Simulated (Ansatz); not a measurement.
Molecule: C3H7, net charge -1, singlet state. It need not be the lowest isomer of its formula. Whether it binds its extra electron was not tested at this geometry. 
Coordinates optimised at B3LYP-D3(BJ)/def2-TZVP (Ansatz, a program for electronic structure):
SMILES: [CH2-]CC
```xyz
10

C      0.0034     0.1089     0.5586
C     -0.0049     1.4036    -0.2244
C      0.0015    -1.2333    -0.2287
H     -0.8672     0.0687     1.2374
H      0.8830     0.0730     1.2259
H      0.0080    -2.1304     0.4239
H      0.8805     1.4447    -0.8872
H     -0.8991     1.4404    -0.8755
H     -0.8833    -1.2879    -0.8728
H      0.8781    -1.2835    -0.8843
```
Charge -1, spin multiplicity 1.

Basis-set convergence of Hartree-Fock and CCSD(T) correlation energies (hartree) with Ansatz. Correlated levels leave the core frozen unless marked. No spin-orbit coupling. No relativistic terms. This anion needs diffuse functions, which these sets lack.

```json
[
 {"basis": "cc-pVDZ", "functions": "-", "E(HF)": "-117.56182", "E(corr, CCSD(T))": "-0.51383", "rough core time": "under 20 s"},
 {"basis": "cc-pVTZ", "functions": "188", "E(HF)": "___", "E(corr, CCSD(T))": "___", "rough core time": "50 s"}
]
```

**Question.** Fill in the missing entries.

**Answer.** 
- cc-pVTZ, E(HF): -117.60403
- cc-pVTZ, E(corr, CCSD(T)): -0.61791
